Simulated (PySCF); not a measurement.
# Exercise with solution: entropy of an ideal gas

CH3S, SMILES C[S], multiplicity 2.

Coordinates come from a PBE-D3(BJ)/def2-TZVP optimisation. The isomer is the one that the SMILES or the coordinates give; other isomers of the formula were not compared.

PBE-D3(BJ)/def2-TZVP run with PySCF gives the harmonic wavenumbers 540, 714, 823, 1272, 1301, 1415, 2940, 3012, 3040 cm⁻¹ and the rotational temperatures 7.5285, 0.6444, 0.6429 K. The molar mass is 47.10 g/mol, the symmetry number 1, the spin multiplicity 2.

### Question
Work out the entropy at 298.15 K and 1 atm in the rigid-rotor, harmonic-oscillator model.

### Answer

Translation (Sackur–Tetrode at 1 atm): S = R[1.5 ln M + 2.5 ln T − 1.16487] = 156.8 J/(mol K).
Rotation: q = (√π/σ) T^1.5/√(θA θB θC) = 5170, S = R[ln q + 3/2] = 83.6 J/(mol K).
Vibration: with u = 1.4388 ν/T, each mode gives R[u/(e^u − 1) − ln(1 − e^−u)]:
| ν (cm⁻¹) | modes | u | S (J/(mol K)) |
|---|---|---|---|
| 540 | 1 | 2.61 | 2.37 |
| 714 | 1 | 3.45 | 1.21 |
| 823 | 1 | 3.97 | 0.79 |
| 1272 | 1 | 6.14 | 0.13 |
| 1301 | 1 | 6.28 | 0.11 |
| 1415 | 1 | 6.83 | 0.07 |
The stiffer modes add less than 0.005 each. Sum 4.7 J/(mol K).
Spin: R ln 2 = 5.8 J/(mol K).
Total 250.8 J/(mol K); the program's own thermochemistry gives 250.8. Translation makes up 63 % and vibration 2 %. Anharmonicity, hindered rotation and orbital degeneracy are left out.
